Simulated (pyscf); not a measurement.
Thermochemistry of product channels of H₃C–In (SMILES [CH3][In]) [singlet] + HCl (SMILES Cl) on the singlet surface, in kcal/mol, from CCSD(T)/def2-TZVPP + ΔMP2(QZVPP) energies (ideal gas, 1 atm, RRHO with modes under 100 cm⁻¹ raised to 100, one conformer, R ln 2 for chiral ones without a mode under 150 cm⁻¹). Structures and frequencies: ωB97X-D3(BJ)/def2-SVP in PySCF. MP2 and CC: frozen core, UHF for open shells. ΔMP2 is the change of the MP2 total energy from the triple- to the quadruple-zeta basis.

```json
[
 {"products": "H₃C–InH–Cl (SMILES [CH3][InH][Cl])", "ΔE": "-29.8", "ΔH(298 K)": "-29.1", "ΔG(298 K)": "-20.6", "ΔG(1200 K)": "+3.9"},
 {"products": "Cl–In (SMILES [Cl][In]) [singlet] + CH₄ (SMILES C)", "ΔE": "___", "ΔH(298 K)": "-51.3", "ΔG(298 K)": "-50.5", "ΔG(1200 K)": "-46.3"}
]
```

Task: What belongs in the gaps?

Result: 
- Cl–In (SMILES [Cl][In]) [singlet] + CH₄ (SMILES C), ΔE: -54.3

The channel to H₃C–InH–Cl turns unfavourable between 298 and 1200 K (ΔG from -20.6 kcal/mol to +3.9 kcal/mol).

These are energies of the channels, which say nothing of barriers. The CCSD(T) − MP2 part came from Ansatz, without density fitting, on the same reference. The frozen core leaves the outer d or s,p core shells of the metals and heavy elements correlated in the MP2 and CC values, and def2-TZVPP describes them poorly, which can shift differences by a few kcal/mol. Elements past Kr carry the def2 core potentials, without spin-orbit coupling.
